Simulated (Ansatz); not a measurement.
fcc Ni: collinear magnetic orders (afm, fm, nm) were started and relaxed in Ansatz (plane waves, PAW, no spin–orbit coupling) with LDA; PBE; PBEsol; r²SCAN; HSE06 on the r²SCAN cell.

**Question.** Which order lies lowest at each level, and by how much?

**Answer.** Energies above the lowest order that was run (meV/atom):

```csv
level,afm,fm,nm,lowest
LDA,–,0.0,36.0,fm
PBE,–,0.0,52.6,fm
PBEsol,–,0.0,46.8,fm
r²SCAN,110.2,0.0,117.1,fm
HSE06 on the r²SCAN cell,–,0.0,349.2,fm
```

A dash marks an order that was not run or did not survive the relaxation; orders outside this list were not searched, and differences under about 1 meV/atom are too close to call.

Note: hybrids on metals are sensitive to the k mesh and can open a false gap.

Ansatz is a quantum-chemistry and plane-wave program.
